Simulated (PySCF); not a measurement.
Gas-phase reaction: 5 S + 2 AlH₃ = 2 AlS + 3 H₂S

Energies from PySCF (xtb for GFN2), thermal terms from the rigid-rotor harmonic-oscillator model, ideal gas at 1 bar. † marks an energy on the PBE0/def2-TZVP geometry and frequencies; other levels use their own. MP2 and CCSD(T) freeze the core. 6-31G* has spherical d functions here. Open shells (unrestricted): S (multiplicity 3, electronic degeneracy 9), AlS (multiplicity 2); the rest are closed-shell singlets. GFN2 has no spin-polarisation term. Spin-orbit splitting is ignored; it lowers the true energy and changes the entropy of S. B3LYP is the form with VWN-RPA correlation. AlH₃: computed as isolated molecules; such fragments, hydroxides, amides, oligomers or adducts are transient or little studied in the gas. MP2 isn't extrapolated to the basis-set limit; its ΔH°(298 K) is -1135.0 kJ in def2-SVP and -1293.3 kJ in def2-TZVPP. CCSD(T) isn't extrapolated to the basis-set limit; its ΔH°(298 K) is -1100.1 kJ in def2-SVP and -1222.6 kJ in def2-TZVPP. The harmonic model lacks anharmonicity and excited electronic states, which grow with temperature; levels with a mode under 35 cm⁻¹ are left out.

| level | ΔE electronic, kJ | ΔH°(298 K), kJ | ΔS°(298 K), J/K | ΔG°(600 K), kJ |
|---|---|---|---|---|
| B3LYP/6-31G* | -1206 | -1181 | -188 | -1066 |
| BLYP/def2-TZVP† | -1324 | -1297 | -189 | -1181 |
| CCSD(T)/def2-TZVPP† | -1249 | -1223 | -189 | -1106 |
| GFN2-xTB | -1047 | -1024 | -188 | -908 |
| HF/6-31G* | -606 | -576 | -189 | -460 |
| HF/def2-TZVP† | -695 | -669 | -189 | -553 |
| MP2/def2-SVP† | -1161 | -1135 | -189 | -1019 |
| MP2/def2-TZVPP† | -1320 | -1293 | -189 | -1177 |
| PBE0/def2-QZVP† | -1357 | -1331 | -189 | -1215 |
| PBE0/def2-SVP† | -1310 | -1283 | -189 | -1167 |
| r2SCAN/def2-TZVP† | -1372 | -1346 | -189 | -1230 |
ΔH° is lowest at r2SCAN/def2-TZVP† and highest at HF/6-31G*. No reference value is set beside these.
